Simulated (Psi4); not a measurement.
# OMP2/aug-cc-pVDZ (density fitting for correlation) run of C2H2O2 (glyoxal)

What is the energy change on altering one bond length of C2H2O2 (glyoxal) at OMP2/aug-cc-pVDZ (density fitting for correlation)? 

The calculation is run with Psi4 1.11.

1 further run of the same task is left out (set aside as unsound or not needed).

## (1) The system as given

C2H2O2: 6 atoms, total charge 0, spin state singlet. As SMILES, `O=CC=O`. The shape is that of a PBE0-D4/def2-TZVP optimisation. This is one conformer, not always the lowest.

Bond lengths: O1–C2 1.197 Å, C2–C3 1.519 Å, C3–O4 1.197 Å, C2–H5 1.108 Å, C3–H6 1.108 Å. Angles: O1–C2–C3 121.5°, C2–C3–O4 121.5°, O1–C2–H5 123.7°, C3–C2–H5 114.8°, C2–C3–H6 114.8°, O4–C3–H6 123.7°.

## (2) The energy at OMP2/aug-cc-pVDZ (density fitting for correlation)

Input file job.in:

```
memory 1600 mb

molecule m {
  O      1.138970    -0.294510    -1.255700
  C      0.523200     0.330160    -0.440590
  C     -0.523400    -0.330110     0.440390
  O     -1.136970     0.293940     1.257630
  H      0.661710     1.415330    -0.264310
  H     -0.663500    -1.414820     0.262570
  symmetry c1
}

set {
  basis           aug-cc-pVDZ
  puream          true
  e_convergence   1e-09
  d_convergence   1e-08
  scf_type        pk
  num_frozen_docc 4
}

energy('omp2')
print_variables()
```

Launch:

```bash
psi4 -n 1 job.in job.out
```

job.out:

```text
Psi4 1.11 release

   => Loading Basis Set <=

    Name: AUG-CC-PVDZ
    Role: ORBITAL
    Keyword: BASIS

         ---------------------------------------------------------
                                   SCF
                              RHF Reference
                        1 Threads,   1525 MiB Core
         ---------------------------------------------------------

  ==> Geometry <==

    Molecular point group: c1
    Full point group: C1

    Geometry (in Angstrom), charge = 0, multiplicity = 1:

       Center              X                  Y                   Z               Mass
    ------------   -----------------  -----------------  -----------------  -----------------
         O            1.138490979349    -0.294372028369    -1.256160586999    15.994914619570
         C            0.522720979349     0.330297971631    -0.441050586999    12.000000000000
         C           -0.523879020651    -0.329972028369     0.439929413001    12.000000000000
         O           -1.137449020651     0.294077971631     1.257169413001    15.994914619570
         H            0.661230979349     1.415467971631    -0.264770586999     1.007825032230
         H           -0.663979020651    -1.414682028369     0.262109413001     1.007825032230

  Running in c1 symmetry.

  Rotational constants: A =      1.87541  B =      0.16112  C =      0.14837 [cm^-1]
  Rotational constants: A =  56223.40004  B =   4830.10687  C =   4447.98739 [MHz]
  Nuclear repulsion =  102.357929768459769

  Charge       = 0
  Multiplicity = 1
  Electrons    = 30
  Nalpha       = 15
  Nbeta        = 15

  ==> Algorithm <==

  SCF Algorithm Type is PK.
  DIIS enabled.
  MOM disabled.
  Fractional occupation disabled.
  Guess Type is SAD.
  Energy threshold   = 1.00e-09
  Density threshold  = 1.00e-08
  Integral threshold = 1.00e-12

  ==> Primary Basis <==

  Basis Set: AUG-CC-PVDZ
    Blend: AUG-CC-PVDZ
    Number of shells: 46
    Number of basis functions: 110
    Number of Cartesian functions: 118
    Spherical Harmonics?: true
    Max angular momentum: 2

  ==> Integral Setup <==

  Using in-core PK algorithm.
   Calculation information:
      Number of atoms:                   6
      Number of AO shells:              46
      Number of primitives:            114
      Number of atomic orbitals:       118
      Number of basis functions:       110

      Integral cutoff                 1.00e-12
      Number of threads:                 1

  Performing in-core PK
  Using 37277130 doubles for integral storage.
  We computed 579360 shell quartets total.
  Whereas there are 584821 unique shell quartets.

  ==> DiskJK: Disk-Based J/K Matrices <==

    J tasked:                  Yes
    K tasked:                  Yes
    wK tasked:                  No
    Memory [MiB]:             1144
    Schwarz Cutoff:          1E-12

  Minimum eigenvalue in the overlap matrix is 1.2574545350E-04.
  Reciprocal condition number of the overlap matrix is 1.4411813350E-05.
    Using symmetric orthogonalization.

  ==> Pre-Iterations <==

  SCF Guess: Superposition of Atomic Densities via on-the-fly atomic UHF (no occupation information).

   -------------------------
    Irrep   Nso     Nmo
   -------------------------
     A        110     110
   -------------------------
    Total     110     110
   -------------------------

  ==> Iterations <==

                        Total Energy        Delta E     RMS |[F,P]|

   @RHF iter SAD:  -225.55155060868717   -2.25552e+02   0.00000e+00
   @RHF iter   1:  -226.52697277355085   -9.75422e-01   4.34536e-03 ADIIS/DIIS
   @RHF iter   2:  -226.57460940375091   -4.76366e-02   3.46369e-03 ADIIS/DIIS
   @RHF iter   3:  -226.62598529851749   -5.13759e-02   3.43457e-04 ADIIS/DIIS
   @RHF iter   4:  -226.62709361191298   -1.10831e-03   8.40880e-05 DIIS
   @RHF iter   5:  -226.62716501310439   -7.14012e-05   2.94746e-05 DIIS
   @RHF iter   6:  -226.62718034813028   -1.53350e-05   1.24765e-05 DIIS
   @RHF iter   7:  -226.62718294850848   -2.60038e-06   2.76642e-06 DIIS
   @RHF iter   8:  -226.62718306717466   -1.18666e-07   3.07054e-07 DIIS
   @RHF iter   9:  -226.62718306862115   -1.44649e-09   6.66247e-08 DIIS
   @RHF iter  10:  -226.62718306868160   -6.04530e-11   1.51222e-08 DIIS
   @RHF iter  11:  -226.62718306868447   -2.87059e-12   3.12103e-09 DIIS
  Energy and wave function converged.

  ==> Post-Iterations <==

    Orbital Energies [Eh]
    ---------------------

    Doubly Occupied:

       1A    -20.617885     2A    -20.617884     3A    -11.373509
       4A    -11.372895     5A     -1.456420     6A     -1.440035
       7A     -0.968107     8A     -0.826923     9A     -0.713845
      10A     -0.711467    11A     -0.664430    12A     -0.601597
      13A     -0.538882    14A     -0.526263    15A     -0.438169

    Virtual:

      16A      0.035867    17A      0.038513    18A      0.043700
      19A      0.083672    20A      0.102542    21A      0.108394
      22A      0.113831    23A      0.121447    24A      0.147537
[... 28 lines of this table left out ...]
     109A      4.084621   110A      4.091208

    Final Occupation by Irrep:
              A
    DOCC [    15 ]
    NA   [    15 ]
    NB   [    15 ]

  @RHF Final Energy:  -226.62718306868447

   => Energetics <=

    Nuclear Repulsion Energy =            102.3579297684597691
    One-Electron Energy =                -512.2336016530637153
    Two-Electron Energy =                 183.2484888159194725
    Total Energy =                       -226.6271830686844737

Computation Completed

Properties will be evaluated at   0.000000,   0.000000,   0.000000 [a0]

Properties computed using the SCF density matrix

 Multipole Moments:

 ------------------------------------------------------------------------------------
     Multipole            Electronic (a.u.)      Nuclear  (a.u.)        Total (a.u.)
 ------------------------------------------------------------------------------------

 L = 1.  Multiply by 2.5417464519 to convert [e a0] to [Debye]
 Dipole X            :          0.0006698           -0.0025712           -0.0019014
 Dipole Y            :         -0.0002022            0.0007354            0.0005332
 Dipole Z            :          0.0006537           -0.0024899           -0.0018362
 Magnitude           :                                                    0.0026965

 ------------------------------------------------------------------------------------

	total time  =          5 seconds =       0.08 minutes
  Constructing Basis Sets for DFOCC...

   => Loading Basis Set <=

    Name: (AUG-CC-PVDZ AUX)
    Role: JKFIT
    Keyword: DF_BASIS_SCF

   => Loading Basis Set <=

    Name: (AUG-CC-PVDZ AUX)
    Role: RIFIT
    Keyword: DF_BASIS_CC

  Module DFOCC Options:
  ----------------------------------------------------------------------------
  ACTIVE                        => (empty)
  BASIS_RELATIVISTIC            => (empty)
  BENCH                         => (empty)
  CC_DIIS_MAX_VECS              => (empty)
  CC_DIIS_MIN_VECS              => (empty)
  CC_LAMBDA                     => (empty)
  CC_MAXITER                    => (empty)
  CC_TYPE                       => (empty)
  CHOLESKY                      => FALSE           !
  CHOLESKY_TOLERANCE            => (empty)
  CI_TYPE                       => (empty)
  COMPUT_S2                     => (empty)
  CUBEPROP_BASIS_FUNCTIONS      => (empty)
  CUBEPROP_FILEPATH             => (empty)
  CUBEPROP_ISOCONTOUR_THRESHOLD => (empty)
  CUBEPROP_ORBITALS             => (empty)
  CUBEPROP_TASKS                => (empty)
  CUBIC_BASIS_TOLERANCE         => (empty)
  CUBIC_BLOCK_MAX_POINTS        => (empty)
  CUBIC_GRID_OVERAGE            => (empty)
  CUBIC_GRID_SPACING            => (empty)
  CUTOFF                        => (empty)
  DDX                           => (empty)
  DEBUG                         => (empty)
  DERTYPE                       => (empty)
  DF_BASIS_CC                   => (empty)
  DIE_IF_NOT_CONVERGED          => (empty)
  DKH_ORDER                     => (empty)
  DOCC                          => (empty)
  DO_DIIS                       => (empty)
  DO_LEVEL_SHIFT                => (empty)
  DO_SCS                        => FALSE           !
  DO_SOS                        => FALSE           !
  E3_SCALE                      => (empty)
  EKT_IP                        => (empty)
  EXTERNAL_POTENTIAL_SYMMETRY   => (empty)
  E_CONVERGENCE                 => 1e-09           !
  FREEZE_CORE                   => (empty)
  FREEZE_CORE_POLICY            => (empty)
  FROZEN_DOCC                   => (empty)
  FROZEN_UOCC                   => (empty)
  HESS_TYPE                     => (empty)
  INTEGRAL_CUTOFF               => (empty)
  INTEGRAL_PACKAGE              => (empty)
  LEVEL_SHIFT                   => (empty)
  LINEQ_SOLVER                  => (empty)
  LITERAL_CFOUR                 => (empty)
  LS_THC_BASIS_TOLERANCE        => (empty)
  LS_THC_DF                     => (empty)
  LS_THC_PRUNING_SCHEME         => (empty)
  LS_THC_RADIAL_POINTS          => (empty)
  LS_THC_SPHERICAL_POINTS       => (empty)
  LS_THC_S_EPSILON              => (empty)
  LS_THC_WEIGHTS_TOLERANCE      => (empty)
  MAT_NUM_COLUMN_PRINT          => (empty)
  MAX_MOGRAD_CONVERGENCE        => (empty)
  MAX_RADIAL_MOMENT             => (empty)
  MBIS_D_CONVERGENCE            => (empty)
  MBIS_MAXITER                  => (empty)
  MBIS_PRUNING_SCHEME           => (empty)
  MBIS_RADIAL_POINTS            => (empty)
  MBIS_SPHERICAL_POINTS         => (empty)
  MOLDEN_WITH_VIRTUAL           => (empty)
  MOLDEN_WRITE                  => (empty)
  MO_DIIS_NUM_VECS              => (empty)
  MO_MAXITER                    => (empty)
  MO_STEP_MAX                   => (empty)
  MP2_AMP_TYPE                  => (empty)
  MP2_OS_SCALE                  => (empty)
  MP2_SOS_SCALE                 => (empty)
  MP2_SOS_SCALE2                => (empty)
  MP2_SS_SCALE                  => (empty)
  MP2_TYPE                      => (empty)
  MP_TYPE                       => (empty)
  NAT_ORBS                      => FALSE           !
  NUM_FROZEN_DOCC               => 4               !
  NUM_FROZEN_UOCC               => (empty)
  NUM_GPUS                      => (empty)
  OCC_ORBS_PRINT                => (empty)
  OEPROP                        => (empty)
  OO_SCALE                      => (empty)
  OPT_METHOD                    => (empty)
  ORBITAL_OPTIMIZER_PACKAGE     => (empty)
  ORB_OPT                       => TRUE            !
  ORB_RESP_SOLVER               => (empty)
  ORTH_TYPE                     => (empty)
  PARENT_SYMMETRY               => (empty)
  PCG_BETA_TYPE                 => (empty)
  PCG_CONVERGENCE               => (empty)
  PCG_MAXITER                   => (empty)
  PCM                           => (empty)
  PE                            => (empty)
  PPL_TYPE                      => (empty)
  PRINT                         => (empty)
  PRINT_NOONS                   => (empty)
  PROPERTIES                    => (empty)
  PROPERTIES_ORIGIN             => (empty)
  PUREAM                        => TRUE            !
  QCHF                          => (empty)
  QC_MODULE                     => (empty)
  RAS1                          => (empty)
  RAS2                          => (empty)
  RAS3                          => (empty)
  RAS4                          => (empty)
  READ_SCF_3INDEX               => (empty)
  REGULARIZATION                => (empty)
  REG_PARAM                     => (empty)
  RELATIVISTIC                  => (empty)
  REMP_A                        => (empty)
  RESTRICTED_DOCC               => (empty)
  RESTRICTED_UOCC               => (empty)
  RMS_MOGRAD_CONVERGENCE        => (empty)
  R_CONVERGENCE                 => (empty)
  SCF_TYPE                      => PK              !
  SCREENING                     => (empty)
  SCS_TYPE                      => (empty)
  SOCC                          => (empty)
  SOS_TYPE                      => (empty)
  TRIPLES_IABC_TYPE             => (empty)
  WFN                           => (empty)
  WFN_TYPE                      => DF-OMP2         !
  WRITER_FILE_LABEL             => (empty)
  ZORA_BASIS_TOLERANCE          => (empty)
  ZORA_NR_DEBUG                 => (empty)
  ZORA_PRUNING_SCHEME           => (empty)
  ZORA_RADIAL_POINTS            => (empty)
  ZORA_SPHERICAL_POINTS         => (empty)

	Warning: cc_lambda option is changed to TRUE
	For this residual convergence, default PCG convergence is:     1.00e-07
	For this energy convergence, default RMS orbital gradient is:     3.16e-07
	For this energy convergence, default MAX orbital gradient is:     2.00e-06

 ==============================================================================
 ==============================================================================
 ==============================================================================

                      DF-OMP2 (DF-OO-MP2)

 ==============================================================================
 ==============================================================================
 ==============================================================================

	MO Hessian type is changed to 'HF'
	MO spaces...

	 FC   OCC   VIR   FV
	----------------------
	  4   11    95    0
	Number of basis functions in the DF-HF basis: 408
	Number of basis functions in the DF-CC basis: 334

	Minimum required memory for amplitudes:     24.99 MB

	Computing DF-MP2 energy using SCF MOs (Canonical DF-MP2)...
	=======================================================================
	Nuclear Repulsion Energy (a.u.)    :   102.35792976845977
	DF-HF Energy (a.u.)                :  -226.62718306868447
	REF Energy (a.u.)                  :  -226.62718306868447
	DF-MP2 Correlation Energy (a.u.)   :    -0.64416455620285
	DF-MP2 Total Energy (a.u.)         :  -227.27134762488731
	=======================================================================

	Number of independent-pairs: 1469

 ==============================================================================
 ================ Performing DF-OMP2 iterations... ============================
 ==============================================================================
	            Minimizing DF-MP2-L Functional
	            ------------------------------
 Iter       E_total           DE           RMS MO Grad      MAX MO Grad      RMS T2
 ----    ---------------    ----------     -----------      -----------     ----------
	successfully fired up coupled DIIS...
   1     -227.2833715787     -1.20e-02       5.27e-04         6.21e-03        2.21e-05
   2     -227.2835949696     -2.23e-04       1.62e-04         2.06e-03        3.41e-06
   3     -227.2836260478     -3.11e-05       1.06e-04         1.62e-03        4.63e-07
[... 17 lines of this table left out ...]
  21     -227.2836643706     -2.25e-12       1.78e-08         4.15e-07        2.30e-11

 ==============================================================================
 ======================== DF-OMP2 ITERATIONS ARE CONVERGED ====================
 ==============================================================================

	Computing MP2 energy using optimized MOs...
	=======================================================================
	Nuclear Repulsion Energy (a.u.)    :   102.35792976845977
	DF-HF Energy (a.u.)                :  -226.62718306868447
	REF Energy (a.u.)                  :  -226.61291801330100
	DF-MP2 Correlation Energy (a.u.)   :    -0.65648130185699
	DF-MP2 Total Energy (a.u.)         :  -227.28366437054146
	=======================================================================

	=======================================================================
	================ DF-OMP2 FINAL RESULTS ================================
	=======================================================================
	Nuclear Repulsion Energy (a.u.)    :   102.35792976845977
	DF-HF Energy (a.u.)                :  -226.62718306868447
	REF Energy (a.u.)                  :  -226.61291801330100
	DF-OMP2 Correlation Energy (a.u.)  :    -0.65648130188038
	Edfomp2 - Eref (a.u.)              :    -0.67074635726385
	DF-OMP2 Total Energy (a.u.)        :  -227.28366437056485
	=======================================================================

	total time  =         25 seconds =       0.42 minutes

  Variable Map:
  ----------------------------------------------------------------------------
  "CURRENT CORRELATION ENERGY"       =>      -0.656481301880
  "CURRENT ENERGY"                   =>    -227.283664370565
  "CURRENT REFERENCE ENERGY"         =>    -226.627183068684
  "DD SOLVATION ENERGY"              =>       0.000000000000
  "HF KINETIC ENERGY"                =>     226.313941391642
  "HF POTENTIAL ENERGY"              =>    -452.941124460326
  "HF TOTAL ENERGY"                  =>    -226.627183068684
  "HF VIRIAL RATIO"                  =>       2.001384102434
  "MP2 CORRELATION ENERGY"           =>      -0.644164556203
  "MP2 DOUBLES ENERGY"               =>      -0.644164556203
  "MP2 SINGLES ENERGY"               =>       0.000000000000
  "MP2 TOTAL ENERGY"                 =>    -227.271347624887
  "NUCLEAR REPULSION ENERGY"         =>     102.357929768460
  "OMP2 CORRELATION ENERGY"          =>      -0.656481301880
  "OMP2 REFERENCE CORRECTION ENERGY" =>       0.014265055383
  "OMP2 TOTAL ENERGY"                =>    -227.283664370565
  "ONE-ELECTRON ENERGY"              =>    -512.233601653064
  "PCM POLARIZATION ENERGY"          =>       0.000000000000
  "PE ENERGY"                        =>       0.000000000000
  "SCF ITERATION ENERGY"             =>    -226.627183068684
  "SCF ITERATIONS"                   =>      11.000000000000
  "SCF TOTAL ENERGY"                 =>    -226.627183068684
  "SCS(N)-MP2 CORRELATION ENERGY"    =>     226.627183068684
  "SCS(N)-MP2 TOTAL ENERGY"          =>       0.000000000000
  "SCS(N)-OMP2 CORRELATION ENERGY"   =>     226.627183068684
  "SCS(N)-OMP2 TOTAL ENERGY"         =>       0.000000000000
  "SCS-MP2 CORRELATION ENERGY"       =>     226.627183068684
  "SCS-MP2 TOTAL ENERGY"             =>       0.000000000000
  "SCS-OMP2 CORRELATION ENERGY"      =>     226.627183068684
  "SCS-OMP2 TOTAL ENERGY"            =>       0.000000000000
  "SOS-MP2 CORRELATION ENERGY"       =>     226.627183068684
  "SOS-MP2 TOTAL ENERGY"             =>       0.000000000000
  "SOS-OMP2 CORRELATION ENERGY"      =>     226.627183068684
  "SOS-OMP2 TOTAL ENERGY"            =>       0.000000000000
  "TWO-ELECTRON ENERGY"              =>     183.248488815919

  Array Variable Map:
  ----------------------------------------------------------------------------
  "CURRENT DIPOLE"                   =>      -0.001901403149 ... -0.001836172485 1 by 3
  "SCF DIPOLE"                       =>      -0.001901403149 ... -0.001836172485 1 by 3
  "SCF TOTAL ENERGIES"               =>    -225.551550608687 ... -226.627183068684 1 by 12

    Psi4 run time: 0:00:30.40
```

It took 32 s on 1 thread of AMD EPYC 7R43 (Zen 3), shared host; peak memory 0.48 GiB.

[end of part 1 of 2]
